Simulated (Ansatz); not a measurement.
Results of HSE06 (PAW; Ansatz, a quantum-chemistry and plane-wave program) for antifluorite Mg2Sn.

Settings: plane-wave cutoff 460 eV, 6×6×6 k mesh, Fermi–Dirac smearing 0.01 eV, scalar-relativistic PAW data made under PBE.

Response to compression and expansion:

```
V (Å³/atom)  P (GPa)  direct gap at Γ (eV)  smallest gap on the k mesh (eV)
-----------  -------  --------------------  -------------------------------
24.518          2.60                 2.355                            0.294
25.163          1.22                 2.190                            0.241
25.846         -0.06                 2.022                            0.188
26.454         -1.06                 1.878                            0.142
27.099         -2.00                 1.730                            0.095
```

The fundamental gap (0.19 eV at the equilibrium volume, on the SCF mesh) lies elsewhere than Γ–Γ.

Measured, for comparison: band gap 0.36 eV (temperature not stated, not corrected to a static lattice, indirect, Γ–X; as tabulated in Ryu et al. (2019), arXiv:1905.06140).

Spin–orbit coupling is not included.
